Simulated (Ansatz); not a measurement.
# Si₂P (doublet): from Hartree-Fock to the top rungs, cc-pVTZ

One table from this session's results is given with a row withheld; the runs are named, their logs left out.

Program: Ansatz 0.2.0, Gaussian basis. Level of theory: cc-pVTZ, core rule «outside noble gas», up to 15 orbitals frozen. These are calculated values, not measurements.

The runs, in order: UHF; CCSD(T) on ROHF; CCSD(T) on UHF; BCCD(T) on ROHF; CCSDT(Q) on ROHF; CCSDT(Q) on UHF; CASSCF and NEVPT2, 13 electrons in 12 orbitals.

3 further runs of the same task are left out: 3 set aside as unsound or not needed.

## The geometry

The geometry is a PBE0/def2-TZVP stationary point (not a proven minimum) of the parent state, kept for this charge and spin.

3 atoms, charge 0, spin multiplicity 2.

Atoms are counted from 1 here; the program's logs count them from 0.

Bond lengths: Si1–P2 2.159 Å, P2–Si3 2.159 Å. Angles: Si1–P2–Si3 180.0°.

As a file:

| atom | x (Å) | y (Å) | z (Å) |
| --- | --- | --- | --- |
| Si1 | 0.0000 | 0.0000 | 2.1595 |
| P2 | 0.0000 | 0.0000 | 0.0000 |
| Si3 | 0.0000 | 0.0000 | -2.1595 |

The first run:

The input, in.yaml:

```yaml
crystal:
  periodic: [false, false, false]
  atoms:
    - {symbol: Si, position_ang: [0.000000, 0.000000, 2.159500]}
    - {symbol: P, position_ang: [0.000000, 0.000000, 0.000000]}
    - {symbol: Si, position_ang: [0.000000, 0.000000, -2.159500]}
basis:
  gaussian: {orbitals: cc-pVTZ}
magnetization: {spin_polarized: true, initial_magnetization: 1}
hamiltonian: {xc: hf}
output: {orbitals: {seedname: orbitals}}
```

The run is started by

```console
$ ansatz run in.yaml --threads 1 --pin off --events-out ev --progress --plain --max-ram 4096MiB --backend cpu
```

Steps of the session up to this table: UHF; CCSD(T) on ROHF; CCSD(T) on UHF; BCCD(T) on ROHF; CCSDT(Q) on ROHF; CCSDT(Q) on UHF; CASSCF and NEVPT2, 13 electrons in 12 orbitals.

One of the session's tables, all rows but one given; the rest of the session is left out.

```
        method  from RCCSDT(Q) (kJ/mol)
          ROHF                  +1056.7
           UHF                   +998.7
          RMP2                   +148.9
          UMP2                   +202.1
         RCCSD                        ?
         UCCSD                    +86.9
      RCCSD(T)                    +11.7
      UCCSD(T)                    +15.0
       BCCD(T)                    +12.4
        RCCSDT                     +9.6
        UCCSDT                     +8.0
     RCCSDT(Q)                        0
     UCCSDT(Q)                     -1.8
CASSCF valence                   +717.0
NEVPT2 valence                   +162.3
```

Q: Estimate the row for RCCSD from the others.

The run gave: from RCCSDT(Q) (kJ/mol): +91.7. In the column «from RCCSDT(Q) (kJ/mol)» it lies between UCCSD (+86.9) and RMP2 (+148.9).

Caveats from the session: Warnings: spin contamination; coupled cluster took another determinant than the lowest. Restricted and unrestricted rows rest on different reference determinants; where their highest levels disagree by more than a few hundredths of an eV, they describe different states and don't form one ladder.
